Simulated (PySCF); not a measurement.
# Scalar relativity in P (phosphorus, neutral)

[Ne] 3s2 3p3, high-spin 4S determinant; PBE calculated with PySCF 2.14 in dyall-av3z (19s12p3d2f, 84 functions), once non-relativistic with a point nucleus and once with spin-free X2C-1e and a Gaussian nucleus.

| shell | ε non-rel. (eV) | rms r non-rel. (bohr, spins averaged) |
| --- | --- | --- |
| 1s α | -2077.4 | 0.1206 |
| 1s β | -2077.1 | 0.1206 |
| 2s α | -172.71 | 0.5697 |
| 2s β | -172.41 | 0.5697 |
| 2p α | -124.21 | 0.5444 |
| 2p β | -123.79 | 0.5444 |
| 3s α | -14.732 | 2.055 |
| 3s β | -12.012 | 2.055 |
| 3p α | -6.297 | 2.545 |

(1) How does scalar relativity move these shells?

The total energy goes from -341.1153 to -341.9422 hartree.

Ionisation energy, P [Ne] 3s2 3p3 (4S) → P+ [Ne] 3s2 3p2 (3P) (eV):

```
           method  non-relativistic  spin-free X2C   shift
              UHF             9.910          9.897  -0.013
              LDA            10.580         10.567  -0.013
              PBE            10.493         10.480  -0.013
             PBE0            10.532         10.520  -0.013
           r2SCAN            10.638         10.627  -0.012
            TPSSh            10.526         10.513  -0.013
        CAM-B3LYP            10.389         10.375  -0.014
    MP2 (valence)            10.493         10.480  -0.013
SCS-MP2 (valence)            10.315         10.302  -0.013
   CCSD (valence)            10.426         10.414  -0.012
CCSD(T) (valence)            10.472         10.460  -0.012
```

Relativity contracts and stabilises s shells directly. The contracted s shells screen the nucleus better, so for spin-averaged p shells the direct and indirect effects partly cancel.

Answers

(1) 1s α: ε -2082.9 eV, radius -0.45 %; 1s β: ε -2082.6 eV, radius -0.45 %; 2s α: ε -173.59 eV, radius -0.36 %; 2s β: ε -173.28 eV, radius -0.36 %; 2p α: ε -124.16 eV, radius -0.09 %; 2p β: ε -123.74 eV, radius -0.09 %; 3s α: ε -14.802 eV, radius -0.28 %; 3s β: ε -12.082 eV, radius -0.28 %; 3p α: ε -6.285 eV, radius 0.03 %.
